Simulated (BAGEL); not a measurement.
# A workflow on SiH4O (silanol)

Wanted: the energy (HF/def2-SVP), then the energy (NEVPT2(2,2)/def2-SVP), then a single-point energy (CASPT2(2,2)/def2-SVP) of SiH4O (silanol). 

Program for the calculation: BAGEL 1.2.2.

2 further runs of the same task are left out: 2 set aside as unsound or not needed.

**1. The molecule**

SiH4O has 6 atoms, charge 0, and is taken as a singlet. As SMILES, `O[SiH3]`. The Si2–H6 distance was set to 4.169 Å, away from the relaxed value. At this shape a bond of the SMILES string is far longer than usual.

Bond lengths: O1–Si2 1.648 Å, O1–H3 0.957 Å, Si2–H4 1.489 Å, Si2–H5 1.481 Å. Angles: O1–Si2–H4 111.7°, O1–Si2–H5 105.9°, Si2–O1–H3 117.9°, H4–Si2–H5 109.9°.

**2. The energy at HF/def2-SVP (density fitting with svp-jkfit) (run 1)**

The input, job.json:

```json
{ "bagel": [

{
  "title": "molecule",
  "basis": "svp",
  "df_basis": "svp-jkfit",
  "angstrom": true,
  "geometry": [
    { "atom": "O", "xyz": [       1.656592,      -2.570938,      -1.522683 ] },
    { "atom": "Si", "xyz": [       0.984192,      -1.194138,      -2.128683 ] },
    { "atom": "H", "xyz": [       1.088992,      -3.169838,      -1.036983 ] },
    { "atom": "H", "xyz": [      -0.108408,      -1.494938,      -3.094483 ] },
    { "atom": "H", "xyz": [       2.080392,      -0.475738,      -2.817283 ] },
    { "atom": "H", "xyz": [      -0.602300,       1.202400,       0.891700 ] }
  ]
},

{ "title": "hf" },

{ "title": "print", "file": "orbitals.molden", "orbitals": true }

]}
```

On the command line:

```
$ BAGEL_NUM_THREADS=1 BAGEL job.json > job.out
```

Output:

```text
* using 1 threads per process

  ===============================================================
  ===============================================================

  *** Geometry ***

  { "atom" : "O", "xyz" : [      3.130505,     -4.858369,     -2.877454 ] },
  { "atom" : "Si", "xyz" : [      1.859853,     -2.256594,     -4.022628 ] },
  { "atom" : "H", "xyz" : [      2.057897,     -5.990126,     -1.959614 ] },
  { "atom" : "H", "xyz" : [     -0.204861,     -2.825023,     -5.847725 ] },
  { "atom" : "H", "xyz" : [      3.931371,     -0.899015,     -5.323893 ] },
  { "atom" : "H", "xyz" : [     -1.138182,      2.272207,      1.685069 ] },

  Number of auxiliary basis functions:      277

  Since a DF basis is specified, we compute 2- and 3-index integrals:
    o Being stored without compression. Storage requirement is 0.006 GB

  Number of basis functions:       52
  Number of electrons      :       26

    * METHOD: MOLECULE                             0.14

  *** RHF ***

  === Nuclear Repulsion ===
    60.4729126862

      * DIIS with orbital gradients will be used.

  === RHF iteration (svp) ===
      0       -365.52491304          0.02739863           0.02
      1       -365.49938310          0.02402366           0.02
      2       -365.71967783          0.00694927           0.02
      3       -365.74711566          0.00125854           0.02
      4       -365.74774138          0.00021014           0.02
      5       -365.74777282          0.00006634           0.02
      6       -365.74777541          0.00001714           0.02
      7       -365.74777560          0.00000343           0.02
      8       -365.74777561          0.00000131           0.02
      9       -365.74777561          0.00000049           0.02
     10       -365.74777561          0.00000008           0.02
     11       -365.74777561          0.00000002           0.02
     12       -365.74777561          0.00000001           0.02
    * SCF iteration converged.

    * Permanent dipole moment:
           (   -0.347732,     1.521908,     1.444398) a.u.

    * METHOD: HF                                   0.41

    * METHOD: PRINT                                0.01

  ===============================================================
```

It took 0.83 s on 1 thread of Intel Xeon Platinum 8259CL at 2.50GHz (Skylake/Cascade Lake), shared host; peak memory 0.15 GiB.

**3. A single-point energy at NEVPT2(2,2)/def2-SVP (density fitting with svp-jkfit) (run 2)**

The input, nevpt2.json:

```json
{ "bagel" : [

{
  "title" : "molecule",
  "basis" : "svp",
  "df_basis" : "svp-jkfit",
  "angstrom" : true,
  "geometry" : [
    { "atom" : "O", "xyz" : [    1.656592,   -2.570938,   -1.522683 ] },
    { "atom" : "Si", "xyz" : [    0.984192,   -1.194138,   -2.128683 ] },
    { "atom" : "H", "xyz" : [    1.088992,   -3.169838,   -1.036983 ] },
    { "atom" : "H", "xyz" : [   -0.108408,   -1.494938,   -3.094483 ] },
    { "atom" : "H", "xyz" : [    2.080392,   -0.475738,   -2.817283 ] },
    { "atom" : "H", "xyz" : [   -0.602300,    1.202400,    0.891700 ] }
  ]
},
{
  "title" : "hf"
},
{
  "title" : "nevpt2",
  "nstate" : 1,
  "nact" : 2,
  "nclosed" : 12,
  "active" : [13, 14],
  "maxiter" : 200,
  "natocc" : true,
  "ncore" : 6
},
{
  "title" : "print",
  "file" : "orbitals.molden",
  "orbitals" : true
}

]}
```

On the command line:

```
$ BAGEL_NUM_THREADS=1 BAGEL nevpt2.json > nevpt2.out
```

Output:

```text
* using 1 threads per process

  ===============================================================
  ===============================================================

  *** Geometry ***

  { "atom" : "O", "xyz" : [      3.130505,     -4.858369,     -2.877454 ] },
  { "atom" : "Si", "xyz" : [      1.859853,     -2.256594,     -4.022628 ] },
  { "atom" : "H", "xyz" : [      2.057897,     -5.990126,     -1.959614 ] },
  { "atom" : "H", "xyz" : [     -0.204861,     -2.825023,     -5.847725 ] },
  { "atom" : "H", "xyz" : [      3.931371,     -0.899015,     -5.323893 ] },
  { "atom" : "H", "xyz" : [     -1.138182,      2.272207,      1.685069 ] },

  Number of auxiliary basis functions:      277

  Since a DF basis is specified, we compute 2- and 3-index integrals:
    o Being stored without compression. Storage requirement is 0.006 GB

  Number of basis functions:       52
  Number of electrons      :       26

    * METHOD: MOLECULE                             0.13

  *** RHF ***

  === Nuclear Repulsion ===
    60.4729126862

      * DIIS with orbital gradients will be used.

  === RHF iteration (svp) ===
      0       -365.52491304          0.02739863           0.02
      1       -365.49938310          0.02402366           0.02
      2       -365.71967783          0.00694927           0.02
      3       -365.74711566          0.00125854           0.02
      4       -365.74774138          0.00021014           0.02
      5       -365.74777282          0.00006634           0.02
      6       -365.74777541          0.00001714           0.02
      7       -365.74777560          0.00000343           0.02
      8       -365.74777561          0.00000131           0.02
      9       -365.74777561          0.00000049           0.02
     10       -365.74777561          0.00000008           0.02
     11       -365.74777561          0.00000002           0.02
     12       -365.74777561          0.00000001           0.02
    * SCF iteration converged.

    * Permanent dipole moment:
           (   -0.347732,     1.521908,     1.444398) a.u.

    * METHOD: HF                                   0.41

    * freezing 6 orbitals
  ---------------------------
      CASSCF calculation
  ---------------------------

    ==== Active orbitals : =====
         Orbital 13
         Orbital 14
    ============================

    * nstate   :      1
    * nclosed  :     12
    * nact     :      2
    * nvirt    :     38
  === CASSCF iteration (svp) ===

    * Using the second-order algorithm

      0  0      -365.85396271     1.09e-02      0.01

      1  0      -365.87734578     5.59e-04      0.12

      2  0      -365.87740395     1.18e-04      0.13

      3  0      -365.87740643     2.81e-05      0.12

      4  0      -365.87740657     6.73e-06      0.11

      5  0      -365.87740658     1.61e-06      0.11

      6  0      -365.87740658     3.86e-07      0.10

      7  0      -365.87740658     9.25e-08      0.11

      8  0      -365.87740658     2.21e-08      0.10

      9  0      -365.87740658     5.30e-09      0.09

    * Second-order optimization converged. *

     guess   0:   closed 1.                   open ..

  === FCI iteration ===

      0  0      -365.71977789     9.49e-02      0.00
      1  0      -365.87086793     2.35e-02      0.00
      2  0 *    -365.87740658     2.32e-16      0.00

     * ci vector, state   0, <S^2> = 0.0000
       2.     0.7620681240
       .2    -0.6474968528

  === DF-NEVPT2 calculation ===

    * 3-index integral transformation done
    * assembly done

      NEVPT2 correlation energy:   -0.2743985049      0.06

          (+0)     -0.2459600192
          (+0)'    -0.0024859954
          (+1)     -0.0093680983
          (+1)'    -0.0000000000
          (+2)     -0.0000185128
          (-1)     -0.0165197882
          (-1)'     0.0000000000
          (-2)     -0.0000460910

      NEVPT2 total energy:       -366.1518050849

    * METHOD: NEVPT2                               1.17

    * METHOD: PRINT                                0.01

  ===============================================================
```

It took 2 s on 1 thread of Intel Xeon Platinum 8259CL at 2.50GHz (Skylake/Cascade Lake), shared host; peak memory 0.15 GiB.

**4. A single-point energy at CASPT2(2,2)/def2-SVP (density fitting with svp-jkfit) (run 3)**

The input, job.json:

```json
{ "bagel" : [

{
  "title" : "molecule",
  "basis" : "svp",
  "df_basis" : "svp-jkfit",
  "angstrom" : true,
  "geometry" : [
    { "atom" : "O", "xyz" : [    1.656592,   -2.570938,   -1.522683 ] },
    { "atom" : "Si", "xyz" : [    0.984192,   -1.194138,   -2.128683 ] },
    { "atom" : "H", "xyz" : [    1.088992,   -3.169838,   -1.036983 ] },
    { "atom" : "H", "xyz" : [   -0.108408,   -1.494938,   -3.094483 ] },
    { "atom" : "H", "xyz" : [    2.080392,   -0.475738,   -2.817283 ] },
    { "atom" : "H", "xyz" : [   -0.602300,    1.202400,    0.891700 ] }
  ]
},
{ "title" : "hf" },
{ "title" : "casscf", "nstate" : 1, "nact" : 2, "nclosed" : 12, "active" : [13, 14], "maxiter" : 200, "natocc" : true },
{ "title" : "print", "file" : "orbitals.molden", "orbitals" : true },
{ "title" : "smith", "method" : "caspt2", "ms" : true, "xms" : true, "sssr" : true, "shift" : 0.2, "shift_imag" : true, "ncore" : 6 }

]}
```

On the command line:

```
$ BAGEL_NUM_THREADS=1 BAGEL job.json > job.out
```

Output:

```text
* using 1 threads per process

  ===============================================================
  ===============================================================

  *** Geometry ***

  { "atom" : "O", "xyz" : [      3.130505,     -4.858369,     -2.877454 ] },
  { "atom" : "Si", "xyz" : [      1.859853,     -2.256594,     -4.022628 ] },
  { "atom" : "H", "xyz" : [      2.057897,     -5.990126,     -1.959614 ] },
  { "atom" : "H", "xyz" : [     -0.204861,     -2.825023,     -5.847725 ] },
  { "atom" : "H", "xyz" : [      3.931371,     -0.899015,     -5.323893 ] },
  { "atom" : "H", "xyz" : [     -1.138182,      2.272207,      1.685069 ] },

  Number of auxiliary basis functions:      277

  Since a DF basis is specified, we compute 2- and 3-index integrals:
    o Being stored without compression. Storage requirement is 0.006 GB

  Number of basis functions:       52
  Number of electrons      :       26

    * METHOD: MOLECULE                             0.11

  *** RHF ***

  === Nuclear Repulsion ===
    60.4729126862

      * DIIS with orbital gradients will be used.

  === RHF iteration (svp) ===
      0       -365.52491304          0.02739863           0.02
      1       -365.49938310          0.02402366           0.02
      2       -365.71967783          0.00694927           0.02
      3       -365.74711566          0.00125854           0.02
      4       -365.74774138          0.00021014           0.01
      5       -365.74777282          0.00006634           0.02
      6       -365.74777541          0.00001714           0.02
      7       -365.74777560          0.00000343           0.02
      8       -365.74777561          0.00000131           0.02
      9       -365.74777561          0.00000049           0.01
     10       -365.74777561          0.00000008           0.02
     11       -365.74777561          0.00000002           0.02
     12       -365.74777561          0.00000001           0.02
    * SCF iteration converged.

    * Permanent dipole moment:
           (   -0.347732,     1.521908,     1.444398) a.u.

    * METHOD: HF                                   0.36

  ---------------------------
      CASSCF calculation
  ---------------------------

    ==== Active orbitals : =====
         Orbital 13
         Orbital 14
    ============================

    * nstate   :      1
    * nclosed  :     12
    * nact     :      2
    * nvirt    :     38
  === CASSCF iteration (svp) ===

    * Using the second-order algorithm

      0  0      -365.85396271     1.09e-02      0.01

      1  0      -365.87734578     5.59e-04      0.13

      2  0      -365.87740395     1.18e-04      0.14

      3  0      -365.87740643     2.81e-05      0.13

      4  0      -365.87740657     6.73e-06      0.13

      5  0      -365.87740658     1.61e-06      0.14

      6  0      -365.87740658     3.86e-07      0.13

      7  0      -365.87740658     9.25e-08      0.12

      8  0      -365.87740658     2.21e-08      0.11

      9  0      -365.87740658     5.30e-09      0.10

    * Second-order optimization converged. *

     guess   0:   closed 1.                   open ..

  === FCI iteration ===

      0  0      -365.71977789     9.49e-02      0.00
      1  0      -365.87086793     2.35e-02      0.00
      2  0 *    -365.87740658     2.32e-16      0.00

     * ci vector, state   0, <S^2> = 0.0000
       2.     0.7620681240
       .2    -0.6474968528

    * METHOD: CASSCF                               1.19

    * METHOD: PRINT                                0.01

  === SMITH program ===

    * freezing 6 orbitals

    * Approximate memory requirement for SMITH calulation per MPI process:
      o Storage requirement for T-amplitude, lambda, and residual is 0.00 GB
      o Storage requirement for MO integrals is 0.00 GB
    * Calculating and saving rdm4f

    * Zeroth order energy : state  0       -0.3215834134

    * CASPT2 iteration is performed using orthogonal basis

      -------------------------------------------  CASPT2 iteration  ---------------------------------------------------
       #      aibj      arbs      arbi      airj      risj      airs      arst      rist         Etot      error   time
      ------------------------------------------------------------------------------------------------------------------

       0  -0.24514  -0.00006  -0.01802  -0.01035  -0.00003  -0.00246  -0.00000   0.00000   -0.2760601  0.0004096   0.04
       1  -0.24514  -0.00006  -0.01803  -0.01036  -0.00003  -0.00248  -0.00000  -0.00000   -0.2761006  0.0000482   0.03
       2  -0.24514  -0.00006  -0.01803  -0.01036  -0.00003  -0.00248  -0.00000  -0.00000   -0.2761012  0.0000041   0.03
       3  -0.24514  -0.00006  -0.01803  -0.01036  -0.00003  -0.00248  -0.00000  -0.00000   -0.2761012  0.0000004   0.04

      ------------------------------------------------------------------------------------------------------------------

    * CASPT2 energy : state  0     -366.1548443642
        w/o shift correction       -366.1535077652
        reference weight              0.9209427843

    * METHOD: SMITH                                0.22

  ===============================================================
```

It took 2.1 s on 1 thread of Intel Xeon Platinum 8259CL at 2.50GHz (Skylake/Cascade Lake), shared host; peak memory 0.15 GiB.

**5. Results**

| quantity | value |
| --- | --- |
| run 1, HF/def2-SVP: total energy | -365.74778 Eh |
| run 1, HF/def2-SVP: dipole moment | 5.41 D |
| run 1, HF/def2-SVP: HOMO energy | -6.71 eV |
| run 1, HF/def2-SVP: LUMO energy | -1.88 eV |
| run 1, HF/def2-SVP: HOMO–LUMO gap | 4.83 eV |
| run 2, NEVPT2(2,2)/def2-SVP: total energy | -366.15181 Eh |
| run 3, CASPT2(2,2)/def2-SVP: total energy | -366.15484 Eh |

What this shows: One bond (run 1, HF/def2-SVP) is far stretched, which a spin-restricted single reference describes badly; a broken-symmetry solution may lie lower.
